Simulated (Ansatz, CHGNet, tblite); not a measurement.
**Zinc-blende GaAs: properties by level of theory**

Reference values: elastic constant C11 119 GPa (measured, temperature not stated, no zero-point or thermal correction; as tabulated in Bastos et al. (2018), arXiv:1801.07526); elastic constant C44 60 GPa (measured, temperature not stated, not corrected to a static lattice; as tabulated in Råsander and Moram (2015), arXiv:1505.02379).

```json
[
 {"level (code)": "GFN2-xTB (tblite)", "elastic constant C11 (GPa)": "51.5", "elastic constant C44 (GPa)": "19.6"},
 {"level (code)": "CHGNet-r²SCAN", "elastic constant C11 (GPa)": "65.7", "elastic constant C44 (GPa)": "11.7"},
 {"level (code)": "r²SCANh (Ansatz)", "elastic constant C11 (GPa)": "122", "elastic constant C44 (GPa)": "62.5"}
]
```

Differences from the reference values (errors of the level alone only where the reference is corrected to a static lattice):

| level | elastic constant C11 (%) | elastic constant C44 (%) |
|---|---|---|
| GFN2-xTB | -57 | -67 |
| CHGNet-r²SCAN | -45 | -80 |
| r²SCANh | +2.5 | +4.2 |

Nearest: elastic constant C11, not ranked (reference at room or unstated temperature); elastic constant C44, not ranked (reference at room or unstated temperature).

Machine-learned potentials (CHGNet-r²SCAN) are trained on DFT data: a solid inside that data is no test of them.

Caveats: the method was fitted mainly to molecules (GFN2-xTB); the run uses a supercell at the zone centre in place of a k mesh (GFN2-xTB). Ansatz's density-functional and Hartree–Fock values are scalar-relativistic unless marked +SOC, with PAW data made under PBE.

Unless a cell is named, each level is at its own relaxed cell (GFN2-xTB 27.62, CHGNet-r²SCAN 22.75, r²SCANh 22.60 Å³/atom).

Differences are worked out from the printed values.

The computed numbers hold no vibrational or temperature effects.

Ansatz is a first-principles code.
